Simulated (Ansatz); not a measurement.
bcc K was calculated with r²SCAN in Ansatz (PAW).

A relaxed, unreconstructed slab of the (211) face has 6 atoms, two equal faces of 35.038 Å² each and an energy of -9254.2992 eV. A bulk cell of 6 atoms with the same orientation and in-plane k mesh has -9254.8712 eV. Energies are extrapolated to zero smearing.

Settings: plane-wave cutoff 500 eV, 8×12×1 k mesh (along the axes of the cell as run), Fermi–Dirac smearing 0.1 eV, scalar-relativistic PAW data made under PBE.

Worked out: γ = (E_slab − N E_bulk per atom)/2A = [-9254.2992 − 6 × (-9254.8712/6)]/(2 × 35.038) = 0.0082 eV/Å². With 16.022 J/m² per eV/Å² this is 0.13 J/m², or 0.29 eV per surface cell and face.

Ansatz is a first-principles code.
